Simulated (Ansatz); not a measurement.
**Molecular dynamics, step by step**

CH$_{4}$AlS (SMILES [CH2+][S][AlH2]) (charge +1), singlet, BHLYP-D4/def2-SVPD (Ansatz 0.2.0). Settings (timestep in fs, temperature in K; T counts 15 degrees of freedom):

```yaml
hamiltonian: {xc: {name: BHLYP}, dispersion: d4}
md: {n_steps: 80, timestep: 1.0, temperature: 300, ensemble: nve, seed: 778, initial_velocities: maxwell_boltzmann}
```

Start (the SMILES describes the start alone):

C1  (-1.315, 0.118, -0.550)
S2  (-0.065, -0.554, -1.332)
Al3  (1.423, -0.166, 0.504)
H4  (-2.284, 0.169, -1.033)
H5  (-1.243, 0.535, 0.467)
H6  (0.615, 0.543, 1.591)
H7  (2.868, -0.645, 0.353)
(Å)

| step | time (fs) | potential energy less the start (meV) | kinetic energy (meV) | T (K) |
| --- | --- | --- | --- | --- |
| 0 | 0.00 | 0.0 | 193.9 | 300 |
| 5 | 5.00 | 48.6 | 145.9 | 226 |
| 10 | 10.00 | 56.2 | 137.9 | 213 |
| 15 | 15.00 | 95.0 | 99.9 | 155 |
| 20 | 20.00 | 64.4 | 129.9 | 201 |
| 25 | 25.00 | 57.9 | 137.1 | 212 |
| 30 | 30.00 | 8.5 | 185.9 | 288 |
| 35 | 35.00 | -2.3 | 197.0 | 305 |
| 40 | 40.00 | 21.1 | 174.0 | 269 |
| 45 | 45.00 | -3.7 | 198.3 | 307 |
| 50 | 50.00 | 37.5 | 157.9 | 244 |
| 55 | 55.00 | 23.5 | 171.2 | 265 |
| 60 | 60.00 | 77.7 | 117.5 | 182 |
| 65 | 65.00 | 86.9 | 108.2 | 167 |
| 70 | 70.00 | 128.0 | 67.4 | 104 |
| 75 | 75.00 | 106.4 | 88.7 | 137 |
| 80 | 80.00 | 122.5 | 73.2 | 113 |

Step 5, positions (Å) and forces (eV/Å):

```csv
atom,x,y,z,Fx,Fy,Fz
C1,-1.319,0.104,-0.552,-1.222,0.370,-0.392
S2,-0.077,-0.550,-1.344,0.408,-0.025,0.458
Al3,1.440,-0.171,0.518,0.448,0.135,-0.053
H4,-2.317,0.214,-0.989,0.310,-0.312,-0.338
H5,-1.284,0.521,0.439,0.397,0.061,0.524
H6,0.596,0.687,1.507,-0.038,-0.141,-0.045
H7,2.935,-0.625,0.446,-0.303,-0.089,-0.155
```

Step 15, positions (Å) and forces (eV/Å):

```
atom       x       y       z      Fx      Fy      Fz
  C1  -1.368   0.099  -0.561   0.436  -0.611  -1.368
  S2  -0.093  -0.542  -1.355   0.112   0.148   0.805
 Al3   1.480  -0.176   0.545  -0.242   0.201  -0.686
  H4  -2.318   0.143  -1.101   0.055   0.111   0.406
  H5  -1.231   0.452   0.441  -0.421   0.372   0.538
  H6   0.587   0.816   1.301  -0.140   0.071   0.394
  H7   2.922  -0.679   0.526   0.201  -0.292  -0.089
```

Step 25, positions (Å) and forces (eV/Å):

```
atom       x       y       z      Fx      Fy      Fz
  C1  -1.394   0.077  -0.603  -0.903  -0.082  -0.497
  S2  -0.102  -0.531  -1.345   0.579  -0.042   0.463
 Al3   1.513  -0.172   0.553  -0.571   0.322  -0.280
  H4  -2.373   0.104  -1.091   0.274  -0.138  -0.274
  H5  -1.432   0.471   0.393   0.412   0.245   0.656
  H6   0.590   0.870   1.318   0.454  -0.375  -0.019
  H7   2.885  -0.915   0.520  -0.246   0.070  -0.049
```

Last step (80):

```
7
angstrom
C -1.5850 0.0237 -0.8413
S -0.0688 -0.4723 -1.1616
Al 1.5561 -0.2010 0.4828
H -2.2980 -0.1345 -1.6493
H -1.8573 0.4486 0.1552
H 1.2156 0.9193 1.4440
H 2.6793 -1.1640 0.0540
```

The run took about 96 s on 2 CPU threads of an Intel Xeon 6975P-C (shared host).
